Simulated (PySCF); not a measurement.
## Dipole moment and polarisability of (CH3)2CHCHF2

Species: (CH3)2CHCHF2, C4H8F2.
Geometry (PBE0-D3(BJ)/def2-SVP, Å), atoms numbered from 1 in this order:
```
atom  x, y, z in Å
C1     1.347   -0.161    0.272
C2    -0.052   -0.150   -0.331
C3    -1.011   -1.084    0.396
C4    -0.613    1.257   -0.362
F5    -0.703    1.760    0.895
F6     0.198    2.079   -1.067
H7     1.776   -1.173    0.237
H8     2.018    0.517   -0.273
H9     1.317    0.160    1.324
H10    0.012   -0.458   -1.390
H11   -2.017   -1.068   -0.052
H12   -0.645   -2.120    0.360
H13   -1.108   -0.793    1.453
H14   -1.620    1.302   -0.816
```

Level: CAM-B3LYP/def2-SVPD (PySCF), static field, nuclei fixed, core orbitals frozen in the response. The polarisability tensor in these axes (au):

```
x   54.03  0.67  0.13
y    0.67 52.95 -1.82
z    0.13 -1.82 49.28
```

Problem. What are the eigenvalues, a third of the trace, and Δα (Δα² = ½Σ(αi − αj)² over the three pairs)?

Solution. Principal values 48.51, 53.28 and 54.47 au; mean 52.09 au = 7.72 Å³ = 8.59 × 10⁻⁴⁰ C²·m²/J; Δα = 5.47 au (11 % of the mean).

Problem. What is the dipole moment, and where does it point?

Solution. (-0.63, -2.10, -0.58) D, 2.26 D in size, pointing from the negative to the positive side. Measured along this direction, the outermost atoms are F6 and F5 at the negative end and H12 at the positive end.

Problem. How large is μ²/3kT at 273 K beside α?

Solution. In Gaussian units μ²/3kT = 45.31 Å³ against 7.72 Å³, a ratio of 5.87; the Debye molar polarisation (4π/3)N_A(α + μ²/3kT) is 133.8 cm³/mol, leaving out the vibrational part.

Problem. Along which axes do the principal values lie, and how far do the nuclei extend along each?

Solution. Largest value along (0.80, 0.57, -0.18), where the nuclei span 4.18 Å; middle along (-0.59, 0.73, -0.35), 4.17 Å; least along (-0.07, 0.39, 0.92), 3.01 Å. 

Problem. Find the Langevin capture rate constant for NH4+ (18.034 u) meeting this molecule (94.059 u), k = 2.342 × 10⁻⁹ cm³/s × √(α in Å³ / reduced mass in u).

Solution. The reduced mass is 15.13 u, so k = 1.67 × 10⁻⁹ cm³/s. The formula leaves out the permanent dipole, which adds to the capture rate.

One conformer (not necessarily the lowest) at the PBE0-D3(BJ)/def2-SVP geometry, without solvent, vibrations or thermal averaging.
